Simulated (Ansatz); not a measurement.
Cost and result for the atomization energy of `NC1(F)CO1` (9 atoms, 9 bonds).

Cartesian coordinates in Å:
```
N 1.209 0.758 -0.027
C -0.062 0.306 0.360
F -0.759 1.335 0.900
C -0.851 -0.796 -0.182
O -0.105 -0.868 1.061
H 1.158 1.478 -0.733
H 1.792 -0.006 -0.335
H -0.453 -1.412 -0.985
H -1.930 -0.794 -0.059
```

Charge 0, multiplicity 1. The geometry is a stationary point of PBE0-D4/def2-TZVP. It is one conformer, not always the lowest. Program: Ansatz. All runs use 4 threads of a server CPU on a shared host. Times are those of one run each, without the atoms' runs, and a repeat can differ threefold. Electronic energies, without spin–orbit coupling; frozen cores. CCSD(T)/CBS adds CCSD(T) − MP2 in def2-TZVPP to the MP2 limit, and its time is that of the two runs behind it. T1 = 0.012.

CCSD(T)/CBS is a level of theory with its own doubt, some kJ/mol a heavy atom from the limit and from the frozen cores, so smaller differences don't rank the functionals.

```json
{"level": "B2PLYP/def2-TZVPP", "functions": "211", "atomization (kJ/mol)": "3479.3", "difference from CCSD(T)/CBS": "-32.3", "per bond": "-3.6"}
{"level": "LDA (SPW92)/def2-TZVPP", "functions": "211", "atomization (kJ/mol)": "4204.9", "difference from CCSD(T)/CBS": "693.3", "per bond": "77.0"}
{"level": "revPBE-D4/def2-TZVPP", "functions": "211", "atomization (kJ/mol)": "3548.7", "difference from CCSD(T)/CBS": "37.1", "per bond": "4.1"}
{"level": "PBE-QIDH/def2-TZVPP", "functions": "211", "atomization (kJ/mol)": "3491.9", "difference from CCSD(T)/CBS": "-19.7", "per bond": "-2.2"}
{"level": "MP2/def2-QZVPP", "functions": "405", "atomization (kJ/mol)": "3574.3", "difference from CCSD(T)/CBS": "62.7", "per bond": "7.0"}
{"level": "BLYP-D4/def2-TZVPP", "functions": "211", "atomization (kJ/mol)": "3545.4", "difference from CCSD(T)/CBS": "33.8", "per bond": "3.8"}
{"level": "CCSD(T)/def2-SVP", "functions": "90", "atomization (kJ/mol)": "3306.5", "difference from CCSD(T)/CBS": "-205.1", "per bond": "-22.8"}
{"level": "CCSD(T)/def2-TZVPP", "functions": "211", "atomization (kJ/mol)": "3403.1", "difference from CCSD(T)/CBS": "-108.5", "per bond": "-12.1"}
{"level": "BHLYP-D4/def2-TZVPP", "functions": "211", "atomization (kJ/mol)": "3340.5", "difference from CCSD(T)/CBS": "-171.1", "per bond": "-19.0"}
{"level": "CCSD(T)/CBS(def2)", "functions": "–", "atomization (kJ/mol)": "3511.6", "difference from CCSD(T)/CBS": "0.0", "per bond": "0.0"}
{"level": "r2SCANh-D4/def2-TZVPP", "functions": "211", "atomization (kJ/mol)": "3492.0", "difference from CCSD(T)/CBS": "-19.6", "per bond": "-2.2"}
{"level": "CAM-B3LYP-D4/def2-TZVPP", "functions": "211", "atomization (kJ/mol)": "3542.3", "difference from CCSD(T)/CBS": "30.7", "per bond": "3.4"}
{"level": "ωB97M-V/def2-TZVPP (with forces)", "functions": "211", "atomization (kJ/mol)": "3538.3", "difference from CCSD(T)/CBS": "26.7", "per bond": "3.0"}
```

Q: Order the runs by time, with rough figures. (Estimate.)

A: The calculation gave: LDA (SPW92)/def2-TZVPP 0.65 s; revPBE-D4/def2-TZVPP 0.95 s; BLYP-D4/def2-TZVPP 0.95 s; BHLYP-D4/def2-TZVPP 1.4 s; CAM-B3LYP-D4/def2-TZVPP 1.6 s; r2SCANh-D4/def2-TZVPP 1.9 s; CCSD(T)/def2-SVP 2.2 s; B2PLYP/def2-TZVPP 2.4 s; PBE-QIDH/def2-TZVPP 2.4 s; ωB97M-V/def2-TZVPP (with forces) 3.9 s; MP2/def2-QZVPP 10 s; CCSD(T)/def2-TZVPP 41 s; CCSD(T)/CBS(def2) 51 s.

From BLYP to BHLYP (50 % exact exchange), in def2-TZVPP and without D4, the atomization energy moves by −188.2 kJ/mol: exact exchange takes away binding that semilocal exchange gives to molecules. At CCSD(T), def2-SVP lies −205.0 kJ/mol from the extrapolated value and def2-TZVPP −108.5 kJ/mol: correlation converges slowly with the basis, and small sets miss more of it in the bonded molecule than in its fragments. The D4 term adds +21.3 kJ/mol with B3LYP and +10.9 kJ/mol with PBE0; it sums over pairs of atoms, weighted by their polarisabilities, and B3LYP, whose exchange is more repulsive, gets the larger term.

B3LYP here is the variant with VWN-RPA as its local correlation; programs differ in this.
